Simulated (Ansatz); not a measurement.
What a trial cell of ZnMo3 relaxes into

Theory: DFT PBE, scalar-relativistic, plane waves, PAW (Ansatz 0.2.0). Cutoff 420 eV, Γ-centred k mesh, Gaussian smearing, no spin polarisation in the final step.

This is the end of a relaxation of cell and atoms.

```
CELL_PARAMETERS angstrom
5.56559 0.00000 0.00000
-2.78279 4.81994 0.00000
0.00000 0.00000 4.59237
ATOMIC_POSITIONS crystal
Zn 0.33333 0.66667 0.25000
Zn 0.66667 0.33333 0.75000
Mo 0.84019 0.68038 0.25000
Mo 0.15981 0.84019 0.75000
Mo 0.31962 0.15981 0.25000
Mo 0.15981 0.31962 0.75000
Mo 0.84019 0.15981 0.25000
Mo 0.68038 0.84019 0.75000
```

Energies over the elements count from the elements' standard structures at the same level, with no empirical corrections.

(1) What space group does it have?

(2) What is its formation energy per atom?

(3) Is it a metal?

Results:

(1) P6_3/mmc (No. 194). Conventional cell: a = 5.566 Å, c = 4.592 Å. Zn has 12 Mo at 2.78–2.84 Å; Mo is coordinated by 8 Mo at 2.67–2.90 Å and 4 Zn at 2.78–2.84 Å.

(2) 0.16 eV/atom.

(3) Yes, bands cross the Fermi level on the 12×12×8 mesh.

The final run used a 12×12×8 mesh on its 8-atom cell and 0.10 eV smearing. For metals, differences of a few meV/atom aren't resolved. The cell came from a trial start, so ZnMo3 may not exist in this structure.

Cost: 3 runs of about 6.9 core-minutes in all, on Arm Neoverse V1 (shared hosts).